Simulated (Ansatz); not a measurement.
**Mg2− (quartet): the correlation ladder at distance Mg1–Mg2 = 7.250 Å, aug-cc-pVDZ**

One table from this session's results is given with a row withheld; the runs are named, their logs left out.

Computed with Ansatz 0.2.0, Gaussian basis. Level: aug-cc-pVDZ, core rule «outside noble gas», up to 10 orbitals frozen.

Plan: UHF; CCSD(T) on ROHF; CCSD(T) on UHF; BCCD(T) on ROHF; CISD; CCSDT(Q) on ROHF; CCSDT(Q) on UHF; CASSCF and MRCISD+Q, 5 electrons in 5 orbitals; CASSCF and NEVPT2, 5 electrons in 5 orbitals.

36 further runs of the same task are left out: 12 for a known fault of the program, 23 that didn't finish, 1 set aside as unsound or not needed.

## What is computed

The geometry derives from a PBE0/def2-TZVPD stationary point (not a proven minimum). One bond is set to the value named and the two fragments are kept rigid.

2 atoms, charge -1, spin multiplicity 4.

Atoms are counted from 1 here; the program's logs count them from 0.

No contacts short enough for the rule that draws bonds.

The first run:

The input, in.yaml:

```yaml
crystal:
  periodic: [false, false, false]
  atoms:
    - {symbol: Mg, position_ang: [0.000000, 0.000000, 0.000000]}
    - {symbol: Mg, position_ang: [0.000000, 0.000000, 7.250000]}
basis:
  gaussian: {orbitals: aug-cc-pVDZ}
total_charge: -1
magnetization: {spin_polarized: true, initial_magnetization: 3}
hamiltonian: {xc: hf}
output: {orbitals: {seedname: orbitals}}
```

Started as:

```
> ansatz run in.yaml --threads 1 --pin off --events-out ev --progress --plain --max-ram 2393MiB
```

Among the steps run: UHF; CCSD(T) on ROHF; CCSD(T) on UHF; BCCD(T) on ROHF; CISD; CCSDT(Q) on ROHF; CCSDT(Q) on UHF; CASSCF and MRCISD+Q, 5 electrons in 5 orbitals; CASSCF and NEVPT2, 5 electrons in 5 orbitals.

One table of the session follows, with a row left open; its other results are not shown here.

```
       method  from UCCSDT(Q) (meV)
         ROHF                     ?
          UHF               +1282.1
         RMP2                +475.8
         UMP2                +475.2
         CISD                 +70.4
        RCCSD                 +18.3
        UCCSD                 +17.6
     RCCSD(T)                  +8.3
     UCCSD(T)                  +7.6
      BCCD(T)                  +8.2
       RCCSDT                  +1.0
       UCCSDT                  +0.4
    RCCSDT(Q)                  +0.7
    UCCSDT(Q)                     0
  CASSCF pair                +935.0
  NEVPT2 pair                +529.1
  MRCISD pair                 +66.2
MRCISD+Q pair                  -5.9
```

Q: Estimate the row for ROHF from the others.

As computed: from UCCSDT(Q) (meV): +1282.9. In the column «from UCCSDT(Q) (meV)» it is the highest.

Caveats from the session: Restricted and unrestricted rows rest on different reference determinants; where their highest levels disagree by more than a few hundredths of an eV, they describe different states and don't form one ladder.
